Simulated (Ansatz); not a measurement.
Compare A (`NC1=COC1`) with its isomer B (`COC#CN`).

Isolated molecules relaxed with PBE0-D4/def2-TZVP in Ansatz; ΔE leaves out vibrations. CCSD(T)/CBS adds triple-zeta CCSD(T) − MP2 to the extrapolated MP2 energy (def2 sets, frozen cores). DFT in def2-TZVPP. B3LYP here is the variant with VWN-RPA as its local correlation; programs differ in this. Each species was taken in one conformer, which may not be the lowest.

Which isomer does CCSD(T)/CBS put lower? Give the gap. (An estimate is asked.)

Ansatz gave: A, by 74.9 kJ/mol.

Give E(B) − E(A) in kJ/mol with B3LYP-D4, PBE0-D4, MP2/def2-TZVPP, ωB97M-V, HF/def2-TZVPP, CCSD(T)/def2-TZVPP, CCSD/def2-TZVPP. (Estimate.)

The calculation gave: B3LYP-D4 60.1, PBE0-D4 82.3, MP2/def2-TZVPP 72.8, ωB97M-V 73.6, HF/def2-TZVPP 42.7, CCSD(T)/def2-TZVPP 74.6, CCSD/def2-TZVPP 70.4. None reverses the order clearly.

Does the order hold for the free energy at 298.15 K (harmonic terms from PBE0-D4)? (Estimate.)

Computed: Yes: G(B) − G(A) = +66.0 kJ/mol, for one conformer each.

Largest T1 diagnostic: 0.013.

Leaving LDA and LC-ωPBE aside and taking each functional with its dispersion term where it has one, the values, not all of them listed here, spread over 25.7 kJ/mol, from BLYP-D4 to revPBE-D4. LDA lies +13.4 kJ/mol from PBE without D4. At CCSD(T), def2-SVP lies −3.9 kJ/mol from the extrapolated value and def2-TZVPP −0.3 kJ/mol.
